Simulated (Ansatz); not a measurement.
Coupled-cluster diagnostics for the cluster Al2B⁺ (the lowest singlet isomer of a short search), Ansatz.

Geometry of the singlet (r2SCAN-D4/def2-TZVP):

Cartesian coordinates in Å:
```
B -0.689 -0.099 -0.800
Al -0.490 0.763 1.030
Al 1.178 -0.664 -0.229
```

Correlated methods freeze 11 core orbitals. In CCSD on the charge 1 triplet the largest single amplitude is 0.22, so its Hartree–Fock determinant may place the open shell otherwise than the density functionals do. The geometry of the singlet was relaxed on an unsound state (restricted singlet, unstable towards broken spin symmetry). The structure comes from a short search, and lower isomers may exist.

Geometry of the charge 1 triplet (r2SCAN-D4/def2-TZVP):

```tsv
atom	x (Å)	y (Å)	z (Å)
B1	-0.167	0.989	-0.357
Al2	1.431	-0.331	0.001
Al3	-1.264	-0.659	0.355
```

Geometry of the charge 1 quintet (r2SCAN-D4/def2-TZVP):

```xyz
3

B    -0.0010   -0.0003   -0.0045
Al   -1.8331   -0.6965    0.4554
Al    1.8341    0.6967   -0.4509
```

Question: Estimate the CCSD(T) correlation energy, the shares of MP2 and (T), T1 and the reference's ⟨S²⟩ for: charge 1, singlet, own geometry in def2-TZVPP; charge 1, triplet, own geometry in def2-TZVPP; charge 1, quintet, own geometry in def2-TZVPP; and the rough time on 4 threads of Arm Neoverse V2 on a shared host.

Answer: 
| state | basis | correlation (eV) | MP2 share (%) | (T) share (%) | T1 | ⟨S²⟩ (pure) | wall time | remarks |
| --- | --- | --- | --- | --- | --- | --- | --- | --- |
| charge 1, singlet, own geometry | def2-TZVPP | -6.992 | 84.8 | 9.0 | 0.036 | 0.00 (0.00) | 4.4 s | large T1 (0.036), restricted SCF unstable |
| charge 1, triplet, own geometry | def2-TZVPP | -5.698 | 68.7 | 8.2 | 0.098 | 2.64 (2.00) | 2.3 s | large T1 (0.098), spin-contaminated (⟨S²⟩ 2.64) |
| charge 1, quintet, own geometry | def2-TZVPP | -4.461 | 78.1 | 5.5 | 0.031 | 6.04 (6.00) | 1.7 s | – |
Customary marks for T1 are 0.02 (closed shells), 0.045 (open shells) and about 0.05 (3d metals). T1 exceeds 0.02 in 3 of 3 rows and 0.045 in 1; the higher it lies, the less the single-reference result can be trusted.
